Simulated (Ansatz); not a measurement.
in.yaml

```yaml
crystal:
  periodic: [false, false, false]
  atoms:
    - {symbol: Al, position_ang: [-0.039585, 0.000430, -0.131990]}
    - {symbol: H, position_ang: [0.469004, 0.002085, 1.986550]}
    - {symbol: H, position_ang: [-0.920837, -0.017349, 1.933222]}
    - {symbol: H, position_ang: [0.753583, 1.383593, -0.188019]}
    - {symbol: H, position_ang: [0.757894, -1.379846, -0.198512]}
basis:
  gaussian: {orbitals: 6-31G}
magnetization: {spin_polarized: false, initial_magnetization: 1}
correlation: {method: ccsdt_q, electrons: outside_noble_gas}
```

```sh
$ ansatz run in.yaml --threads 1 --pin off --events-out ev --progress --plain --max-ram 2393MiB
```

Log:

```
467 factors; integrals over basis functions are off by at most 5.2e-8 eV
mean field evaluation 1: about -6639.6111 eV, gradient 6.7e0 eV
mean field evaluation 2: about -6639.6145 eV, gradient 6.7e0 eV
mean field evaluation 4: about -6640.0294 eV, gradient 3.7e-1 eV
mean field evaluation 8: about -6640.0374 eV, gradient 1.8e-2 eV
mean field evaluation 16: about -6640.0272 eV, gradient 2.3e-1 eV
mean field evaluation 32: about -6637.1134 eV, gradient 2.9e-1 eV
mean field -6640.03743166 eV, -244.0168748344 hartree, gradient 2.2e-6 eV, S^2 0.750000; 2 other end points of the search recorded, 0 dependent functions left out
mean field evaluation 64: about -6640.2277 eV, gradient 5.7e-1 eV
determinant -6640.03743166 eV, -244.0168748344 hartree, with singles and doubles -6642.53690038 eV, -244.1087286159 hartree
determinant -6637.11213843 eV, -243.9093722911 hartree, with singles and doubles -6639.78630048 eV, -244.0076459338 hartree
5 core orbitals not correlated: weight in the atoms' cores, before any rotation towards them, 1.000 or more for the frozen orbitals, at most 0.000 for the correlated occupied ones
reference -6640.03743166 eV, -244.0168748344 hartree; 4, 3 occupied and 12, 13 virtual orbitals, 467 factors
second order -1.59526403 eV of doubles, -0.02445380 eV of singles
cycle   1  -2.12799378 eV  change   -5.1e-1 eV  update   8.0e-2
cycle   2  -2.53209937 eV  change   -4.0e-1 eV  update   4.1e-2
cycle   3  -2.54715406 eV  change   -1.5e-2 eV  update   8.9e-3
cycle   4  -2.55373381 eV  change   -6.6e-3 eV  update   4.0e-3
cycle   5  -2.55612626 eV  change   -2.4e-3 eV  update   2.3e-3
cycle   6  -2.55462335 eV  change    1.5e-3 eV  update   1.4e-3
cycle   7  -2.55562717 eV  change   -1.0e-3 eV  update   6.9e-4
cycle   8  -2.55608440 eV  change   -4.6e-4 eV  update   2.9e-4
cycle   9  -2.55574265 eV  change    3.4e-4 eV  update   1.3e-4
cycle  10  -2.55579783 eV  change   -5.5e-5 eV  update   6.1e-5
cycle  11  -2.55578832 eV  change    9.5e-6 eV  update   2.9e-5
cycle  12  -2.55579515 eV  change   -6.8e-6 eV  update   1.4e-5
cycle  13  -2.55577931 eV  change    1.6e-5 eV  update   6.6e-6
cycle  14  -2.55577830 eV  change    1.0e-6 eV  update   2.6e-6
cycle  15  -2.55577970 eV  change   -1.4e-6 eV  update   1.4e-6
cycle  16  -2.55578029 eV  change   -5.9e-7 eV  update   7.1e-7
perturbative correction -0.00098040 eV, -0.0000360292 hartree
Total energy: -6642.59419235 eV, -244.1108340569 hartree
```

For the same geometry and basis full CI lies 0.4 meV lower.

Ran on 1 thread of Arm Neoverse V1, shared host: 1.3 s wall, 0.16 GiB peak host memory.
